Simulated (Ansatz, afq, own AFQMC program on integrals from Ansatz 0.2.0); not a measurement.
AFQMC on a folder of integrals that Ansatz 0.2.0 wrote.

```yaml
crystal:
  periodic: [false, false, false]
  atoms:
    - {symbol: Cl, position_ang: [-1.481644, 0.000000, -0.000001]}
    - {symbol: H, position_ang: [-0.202844, 0.000000, 0.000000]}
    - {symbol: Si, position_ang: [1.651356, 0.000000, 0.000001]}
    - {symbol: H, position_ang: [2.101329, -1.416254, 0.000001]}
    - {symbol: H, position_ang: [2.101330, 0.708126, -1.226511]}
    - {symbol: H, position_ang: [2.101329, 0.708126, 1.226512]}
basis:
  gaussian: {orbitals: cc-pVTZ}
magnetization: {spin_polarized: true, initial_magnetization: 1}
correlation: {method: ccsd_t, electrons: outside_noble_gas, hamiltonian_folder: ham}
```

```sh
$ ansatz run in.yaml --threads 1 --pin off --events-out ev --progress --plain --max-ram 16896MiB --backend cuda --devices 0, --max-vram 18GiB
```

Options of the walk:

```
--method phaseless --trial cisd --walkers 600 --populations 10 --least-time 60 --time-step 0.005 --steps-per-block 50 --equilibration-blocks 28 --max-blocks 4000 --target-error 0.00023 --factor-cut 1e-05 --start spin_pure --seed 3365 --release-times 0.24,0.51,0.99,1.5 --release-step 0.03 --release-every 4 --taylor-order 6
```

Times are imaginary, in 1/Eh. The walk had a cap of 168 s. With eight or more populations the least sampling time is a fifth of least-time, and the error comes from their spread.

Output of the walk:

```
orbitals 114  electrons 8 7  factors 696 of 706
reference energy -750.72417626 Eh
CCSD correlation -0.37557096 Eh in 11 cycles, weight of the determinant in the CISD state 0.8503
energy of the start -751.099091 Eh
 block  time / (1/Eh)  mean weight  energy / Eh
     1     0.250  1.0002  -751.092052
     2     0.500  1.0012  -751.096893
     3     0.750  0.9992  -751.100317
     4     1.000  1.0002  -751.103983
     5     1.250  0.9989  -751.106251
    10     2.500  1.0005  -751.111517
    26     6.500  1.0003  -751.110758
    31     7.750  0.9991  -751.112458
    56    14.000  1.0002  -751.114874
    81    20.250  1.0001  -751.113454
   106    26.500  0.9988  -751.114763
   131    32.750  1.0005  -751.112719
   156    39.000  0.9996  -751.114008
   181    45.250  0.9990  -751.116163
   206    51.500  1.0005  -751.112544
error from the spread of 10 populations
released: time / (1/Eh)  energy / Eh  error  mean overlap
  0.24  -751.114347  0.000161  0.9960
  0.51  -751.114097  0.000172  1.0006
  0.99  -751.114205  0.000183  0.9975
  1.50  -751.113740  0.000385  1.0123
energy -751.113862 +/- 0.000215 Eh
(rows thinned)
```

The run passed its tests (sampling time, drift between the halves within three errors, error under three times the target), which doesn't prove that it has relaxed.

Against this walk (error 5.8 meV) on the same determinant: CCSD(T) 37.6 meV higher. The error is statistical and leaves out the bias of the constraint. Released to 1.50 1/Eh the energy moves by 3 ± 12 meV (both errors), within twice the noise.

Cautions: constraint bias not in the error.

The walk took 100 s on 1 × NVIDIA H100 80GB HBM3 with 2 threads of AMD EPYC 7R13 Processor (Zen 3), on a shared host (the card was shared). The log's last line is the phaseless energy.

A walk keeps the symmetry of its determinant, which the program's search chose and which needn't be the lowest solution, so a lower state of the same spin and another symmetry isn't excluded.
